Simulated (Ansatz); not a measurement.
**TO(Γ) frequency of some tetrahedrally bonded semiconductors and semimetals**

Method: LDA (Ansatz, an electronic-structure program, PAW). References are measured values at room or unstated temperature, uncorrected, so that the deviations hold thermal and zero-point effects besides the level's error. The table is a random draw of 8 from 10 solids with such references.

Values in cm⁻¹.

```tsv
solid	reference	LDA	deviation (%)
zinc-blende CdTe	138†	148	+7.2
3C-SiC	796	798	+0.3
zinc-blende ZnSe	213†	218	+2.3
zinc-blende InP	307†	304	-1.0
zinc-blende ZnS	277	291	+5.1
zinc-blende GaP	366†	365	-0.3
cubic BN	1055†	1068	+1.2
zinc-blende AlAs	361†	358	-0.8
```

Over these 8 solids the mean deviation is +1.8 %, the mean absolute deviation 2.3 % (median 1.1 %), and the worst case zinc-blende CdTe at +7.2 % (its reference is marked and can be at fault); the value is too high in 5 of 8 cases. Over all 10 the mean deviation is +1.7 % and the mean absolute deviation 2.3 % (median 1.2 %).

Spin–orbit coupling is left out, also for the solids with elements from indium on (zinc-blende CdTe, zinc-blende InP); its size isn't shown.

† marks references with one source in our tables, § those from which another value on file, of any temperature, differs by over 15 %.

Differences are worked out from the printed values.

Each level is taken at its own relaxed cell. Ansatz's density-functional and Hartree–Fock values are scalar-relativistic unless marked +SOC, with PAW data made under PBE.

Ansatz's runs of these crystals have no spin polarisation.

Not in this set, of the tetrahedrally bonded semiconductors and semimetals with a reference value in our tables and a result at some level: 5 for a reference of another kind, counted apart (diamond, zinc-blende CuI, diamond-structure Ge, diamond-structure Si, grey tin (α-Sn)); 5 for a doubt noted on the run at LDA (zinc-blende GaSb, zinc-blende HgS, zinc-blende HgTe, zinc-blende InAs, zinc-blende InSb). These can be a level's worst cases. At least 2 more with a reference value are held back for tests. Layered and molecular crystals are counted apart. The metals Ce to Yb are counted apart.

References as tabulated in Gopal et al., Improved predictions of the physical properties of Zn- and …; Wang et al. (1996), arXiv:mtrl-th/9510002; Talwar et al. (2016), doi:10.1080/14686996.2016.1222495; Ioffe Institute, NSM Archive: InP, mechanic properties page and others.
